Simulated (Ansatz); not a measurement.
# BH5Si: the cost of one run

The runs use Ansatz 0.2.0, Gaussian basis; the settings change from run to run.

6 further runs of the same task are left out: 5 that didn't finish, 1 set aside as unsound or not needed.

## (1) What is computed

The geometry derives from fragments relaxed apart (PBE0/def2-TZVP) and kept rigid, so it is no stationary point. A hydrogen atom is moved between rigid fragments.

7 atoms, charge 0, spin multiplicity 1.

Atoms are counted from 1 here; the program's logs count them from 0.

Bond lengths: B1–H2 1.193 Å, B1–H3 1.193 Å, H4–Si5 1.440 Å, Si5–H6 1.526 Å, Si5–H7 1.526 Å. Angles: H2–B1–H3 120.0°, H4–Si5–H6 113.7°, H4–Si5–H7 113.7°, H6–Si5–H7 91.2°.

## (2) BCCD on RHF/def2-mTZVP

Contents of in.yaml:

```yaml
crystal:
  periodic: [false, false, false]
  atoms:
    - {symbol: B, position_ang: [-2.340372, 0.040114, 0.000000]}
    - {symbol: H, position_ang: [-2.937105, 1.073685, 0.000000]}
    - {symbol: H, position_ang: [-2.937105, -0.993457, 0.000000]}
    - {symbol: H, position_ang: [-0.429372, 0.040114, 0.000000]}
    - {symbol: Si, position_ang: [1.010628, 0.040114, 0.000000]}
    - {symbol: H, position_ang: [1.622809, -0.834170, 1.090012]}
    - {symbol: H, position_ang: [1.622809, -0.834170, -1.090012]}
basis:
  gaussian: {orbitals: def2-mTZVP}
magnetization: {spin_polarized: false}
correlation: {method: bccd, electrons: outside_noble_gas}
accuracy: high
scf: {lower_state_search: light}
output: {forces: true}
```

Launch:

```
> ansatz run in.yaml --threads 1 --pin off --events-out ev --progress --plain --max-ram 2393MiB
```

What time and memory should one allow on 1 thread of Arm Neoverse V1, shared host?

About 8.5 s, with a peak of 0.27 GiB.
